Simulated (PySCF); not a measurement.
## Computed NMR parameters against published values

Bonds (- single, = double, # triple, : aromatic): F1-C2 1.344 Å, C2-F3 1.344 Å. C2 carries H4, H5.

[PySCF 2.14.0 with density-fitted response routines: PBE0-D3(BJ)/def2-SVP structure; PBE0/pcSseg-1 with gauge-including orbitals; couplings computed with B3LYP/pcJ-1; a single conformation; isolated molecule; non-relativistic; fast rotation and ring inversion assumed for equivalent nuclei]

Reference values: measured (gas, zero density; Jackowski, Slowinski, Molecules 2023, 28, 1499).
| atoms | quantity | reference | computed |
| --- | --- | --- | --- |
| C2 | σ 13C | 77.7 | 73.1 |
| F1/F3 | σ 19F | 338.9 | 328.5 |
| H4/H5 | σ 1H | 25.33 | 25.58 |

Reference values: measured (gas, 300 K; M. E. Harding, PhD thesis, Mainz 2008 (Harding, Lenhart, Auer, Gauss, JCP 2008, 128, 244111)).
| atoms | quantity | reference | computed |
| --- | --- | --- | --- |
| F1/F3 | σ 19F | 338.7 | 328.5 |

Reference values: measured (gas or nonpolar solvent (not told per row); T. W. Keal, PhD thesis, Durham 2005).
```json
{"atoms": "C2", "quantity": "δ 13C vs CH4", "reference": "117.6", "computed": "115.7"}
```

Reference values: measured (G. Saielli, R. Bini, A. Bagno, Computational 19F NMR. 2. Organic compounds, RSC Adv. 2014, ESI (exp. from Berger-Braun-Kalinowski 1994 and Everett 1995)).
| atoms | quantity | reference | computed | computed, scaled |
| --- | --- | --- | --- | --- |
| F1/F3 | δ 19F vs CFCl3 | -143.4 | -151.3 | -133.8 |

Reference values: CCSD(T)/13s9p4d3f (gas (isolated, no vibration); M. E. Harding, PhD thesis, Mainz 2008 (Harding, Lenhart, Auer, Gauss, JCP 2008, 128, 244111)).
```csv
atoms,quantity,reference,computed
F1/F3,σ 19F,350.7,328.5
```

Reference values: CCSD(T)/13s9p4d3f + vibration and temperature (MP2) (gas, 300 K; M. E. Harding, PhD thesis, Mainz 2008 (Harding, Lenhart, Auer, Gauss, JCP 2008, 128, 244111)).
```json
{"atoms": "F1/F3", "quantity": "σ 19F", "reference": "340.7", "computed": "328.5"}
```

Absolute shieldings are compared as such; zero-point and thermal motion, absent here, lowers them by some tenths of a ppm for H, a few ppm for C and up to about 10 ppm for F.

Computed shifts are σ(ref) − σ with the named reference compound (TMS for H and C) calculated as an isolated molecule at the same level. The measured values may be among those fitted. Shieldings were converted by linear fits to measured shifts (mostly CDCl3, TMS scale, for H and C): 13C (scatter 1.9 ppm rms, 2.3 ppm with the 23 outliers that the fit left out); 19F (scatter 6.9 ppm rms, 7.8 ppm with the 5 outliers that the fit left out vs CFCl3, solution or neat liquid, with a term for F on sp3 carbon). Occasional misses reach two or three times the rms, and more in compound classes unlike the fitted ones.

Coupling constants in Hz:
| coupling | reference | computed | source |
| --- | --- | --- | --- |
| 1J(C2,H4) | 180.4 | 183.8 | measured; gas, zero-density limit; Jackowski, Slowinski, Molecules 2023, 28, 1499 |
| 1J(C2,F3) | -234.6 | -308.3 | measured; gas, zero-density limit; Jackowski, Slowinski, Molecules 2023, 28, 1499 |
| 2J(F3,H4) | 50.2 | 57.1 | measured; gas, zero-density limit; Jackowski, Slowinski, Molecules 2023, 28, 1499 |
| 1J(C2,H4) | 184.5 | 183.8 | measured; liquid or solution (compiled); San Fabian, Garcia de la Vega, Suardiaz et al., Magn. Reson. Chem. 2013, 51, 775 (SI) |

How far are the unscaled 19F shieldings from the references?

Results:

Mean signed difference -13.75 ppm, mean absolute 13.75 ppm over 4 comparisons; the largest is -22.2 ppm at F1/F3 (fluorine of a CF2 group).

12 of the 17 published NMR values on file for this molecule are compared. The rest: other calculations.

Common functionals overestimate the size of one-bond C–F couplings by tens of Hz; these are unscaled.
